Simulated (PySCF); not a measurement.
**Magnetic susceptibility: acrylic acid (SMILES C=CC(=O)O)**

Geometry:
```
atom   x (Å)   y (Å)   z (Å)
  C1  -1.474  -0.442  -0.402
  C2  -0.371  -0.405   0.331
  C3   0.785   0.422  -0.065
  O4   0.852   1.119  -1.045
  O5   1.795   0.313   0.813
  H6  -2.327  -1.039  -0.130
  H7  -1.541   0.139  -1.308
  H8  -0.249  -0.965   1.246
  H9   2.543   0.863   0.534
```

Level of theory: PySCF, GIAO wB97X-D/aug-pcSseg-1 magnetisability, rotational g tensor and spin-rotation constants, non-relativistic, gas phase. Geometry: GFN2-xTB.

Q: What are the magnetisability and the molar susceptibility?

A: Isotropic -608 × 10⁻³⁰ J/T², or -36.6 × 10⁻⁶ cm³/mol; principal values -804, -532, -488 × 10⁻³⁰ J/T², anisotropy 296 × 10⁻³⁰ J/T² (root of half the summed squared differences of the principal values). The susceptibility is in cgs units.

Q: Split it along the inertial axes a, b, c into diamagnetic and paramagnetic parts about the centre of mass, with the quadrupole moment.

A: 
| axis | χ (10⁻⁶ cm³/mol) | diamagnetic (10⁻⁶ cm³/mol) | paramagnetic (10⁻⁶ cm³/mol) | summed x² of all electrons (Å²) | quadrupole Θ (D Å) |
| --- | --- | --- | --- | --- | --- |
| a | -31.5 | -160.7 | 129.2 | 72.8 | +10.80 |
| b | -30.0 | -335.9 | 305.9 | 31.5 | -7.05 |
| c | -48.4 | -442.7 | 394.2 | 6.3 | -3.75 |

Anisotropies 2χaa − χbb − χcc = +15.4 and 2χbb − χaa − χcc = +19.9 × 10⁻⁶ cm³/mol. Θ is traceless in Buckingham's convention.

Q: And the rotational g tensor?

A: 
| axis | rotational constant (GHz) | g | nuclear part | electronic part |
| --- | --- | --- | --- | --- |
| a | 11.2337 | -0.1285 | 0.5534 | -0.6819 |
| b | 4.2711 | -0.0308 | 0.5830 | -0.6138 |
| c | 3.0946 | +0.0017 | 0.5748 | -0.5732 |

Asymmetric top; isotopes 12C, 1H, 16O; no vibrational averaging.
